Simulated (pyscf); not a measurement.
6 gas-phase steps of one pattern: 1,1-elimination on the singlet surface, Cl–Ge + Ge–H or Cl–Si + H–Si or Cl–Sn + H–Sn or F–Sn + H–Sn broken and Cl–H or F–H formed. Structures and frequencies: ωB97X-D3(BJ)/def2-SVP in PySCF. MP2 and CC: frozen core, UHF for open shells. ΔMP2 is the change of the MP2 total energy from the triple- to the quadruple-zeta basis. Electronic energies in kcal/mol, from the reactant's lowest minimum found; ΔE‡ at CCSD(T)/def2-TZVPP + ΔMP2(QZVPP), beside the barrier at r²SCAN/def2-TZVP on the same structures. Rows were drawn at random from the steps of this pattern with a verified saddle, stable references and no exit in the data more than 5 kcal/mol lower.

| row | step | ΔE‡(r²SCAN) | ΔE‡ |
|---|---|---|---|
| 1 | F–SnH(Cl)–Cl → HCl + F–Sn:–Cl [singlet] | 38.6 | 45.4 |
| 2 | Cl–SnH(Cl)–Cl → HCl + Cl–Sn:–Cl [singlet] | 37.9 | 44.7 |
| 3 | Cl–GeH(Cl)–Cl → HCl + Cl–Ge:–Cl [singlet] | 47.6 | ? |
| 4 | F–SnH₃ → SnH₂ [singlet] + HF | 48.2 | 53.4 |
| 5 | H₂N–SiH(Cl)–Cl -> H₂N–Si:–Cl [singlet] + HCl | 63.6 | 69.6 |
| 6 | Cl–SiH(Cl)–Cl → HCl + Cl–Si:–Cl [singlet] | 67.3 | 73.2 |

### Question
From a straight line through the complete rows, estimate the missing barrier and say how far the line can be trusted.

### Answer
Over the 5 complete rows the means are +51.1 (ΔE‡(r²SCAN)) and 57.3 (ΔE‡); least squares gives b = 0.97 and a = 7.7 kcal/mol, with residuals of 0.5 kcal/mol (root mean square; largest 1.1, row 4). For row 3: 7.7 + 0.97 × (+47.6) = 53.9 kcal/mol. The computed barrier is 54.2 kcal/mol, 0.3 over the line. The line follows the complete rows closely. Each barrier is that of the saddle found. The CCSD(T) − MP2 part came from Ansatz, without density fitting, on the same reference. The frozen core leaves the outer d or s,p core shells of the metals and heavy elements correlated in the MP2 and CC values, and def2-TZVPP describes them poorly, which can shift differences by a few kcal/mol. Elements up to Kr have no core potential and no relativistic terms here. Elements past Kr carry the def2 core potentials, without spin-orbit coupling.
